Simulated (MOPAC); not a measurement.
MOPAC input (PM3):

```
PM3 FORCE THERMO(298,298) PRECISE LET CHARGE=-1 GEO-OK AUX(PRECISION=9) THREADS=1
C3H8N

N    -0.00223893 1    0.06187776 1    0.37726371 1
C    -0.00768615 1    1.43084760 1   -0.11699534 1
C     1.22171323 1   -0.64711828 1   -0.08720745 1
C    -1.21319550 1   -0.66122304 1   -0.09931600 1
H     0.87779281 1    1.96213720 1    0.23707046 1
H    -0.90288477 1    1.95179489 1    0.22787425 1
H     1.33876604 1   -0.67769753 1   -1.18202851 1
H     1.22826929 1   -1.68479444 1    0.28030732 1
H     2.10343811 1   -0.13978783 1    0.32471051 1
H    -1.31899337 1   -0.69312769 1   -1.19522847 1
H    -2.10479849 1   -0.16418892 1    0.30377667 1
H    -1.21138997 1   -1.69890983 1    0.26818040 1
```

Problem. Which zero-point energy does it print?

Solution. 64.05 kcal/mol, from the harmonic wavenumbers of PM3.
